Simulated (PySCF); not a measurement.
Species: 3,4-dihydro-2H-pyran, C₅H₈O.
SMILES with atom numbers: `[CH:1]1=[CH:2][O:3][CH2:4][CH2:5][CH2:6]1` (hydrogens: H7 on C1; H8 on C2; H9, H10 on C4; H11, H12 on C5; H13, H14 on C6)

Method used: core-valence-separated Tamm–Dancoff BHandHLYP/aug-pcX-1 (pcseg-1 on H) in PySCF, non-relativistic, gas phase, PBE0-D3(BJ)/def2-SVP geometry.

Computed carbon K-edge spectrum, Gaussian lines of 0.3 eV full width, highest printed point 100; it ends one width below the last computed root. No empirical shift is added; at this level the pattern usually sits a few eV under experiment.

photon energy (eV), absorption and a bar:
```
    282.9          2 
    283.0         10 ###
    283.1         36 ###########
    283.2         71 #####################
    283.3         74 ######################
    283.4         42 #############
    283.5         13 ####
    283.6          2 #
    283.7          0 
    283.8          0 
    283.9          0 
    284.0          1 
    284.1          6 ##
    284.2         27 ########
    284.3         71 #####################
    284.4        100 ##############################
    284.5         76 #######################
    284.6         31 #########
    284.7          7 ##
    284.8          1 
    284.9          0 
    285.0          0 
    285.1          1 
    285.2          7 ##
    285.3         21 ######
    285.4         39 ############
    285.5         50 ###############
    285.6         46 ##############
    285.7         29 #########
    285.8         20 ######
    285.9         32 ##########
    286.0         54 ################
    286.1         61 ##################
    286.2         42 #############
    286.3         18 #####
    286.4          8 ##
    286.5         10 ###
    286.6         18 #####
    286.7         33 ##########
    286.8         52 ################
    286.9         65 ####################
    287.0         64 ###################
    287.1         54 ################
    287.2         43 #############
    287.3         49 ###############
```

Problem. Where are the maxima, and which lines make them up?

Solution. 5 maxima:
- 283.3 eV: C1 (alkene CH carbon), 283.26 eV, f = 0.055, 1s→π*, 100 % of the height at the exact maximum
- 284.4 eV: C2 (vinylic carbon bearing oxygen), 284.41 eV, f = 0.070, 1s→π*, 100 % of the height at the exact maximum
- 285.5 eV: C5 (ring CH2 carbon), 285.54 eV, f = 0.015, 42 % of the height at the exact maximum; C6 (allylic carbon), 285.61 eV, f = 0.015, 33 % of the height at the exact maximum; C1 (alkene CH carbon), 285.40 eV, f = 0.015, 25 % of the height at the exact maximum
- 286.1 eV: C5 (ring CH2 carbon), 286.12 eV, f = 0.028, 60 % of the height at the exact maximum; C6 (allylic carbon), 286.00 eV, f = 0.020, 39 % of the height at the exact maximum
- 286.9 eV: C4 (sp3 carbon bound to oxygen), 286.87 eV, f = 0.029, 54 % of the height at the exact maximum; C2 (vinylic carbon bearing oxygen), 287.08 eV, f = 0.022, 27 % of the height at the exact maximum

Roots within 0.03 eV on the same or equivalent atoms count as one line; shares under 12 % aren't listed.

Vibrational structure and lifetime widths aren't in the curve. The ionisation threshold wasn't computed; near and above it a finite basis only mimics Rydberg series and continuum.

One conformer stands for the species.
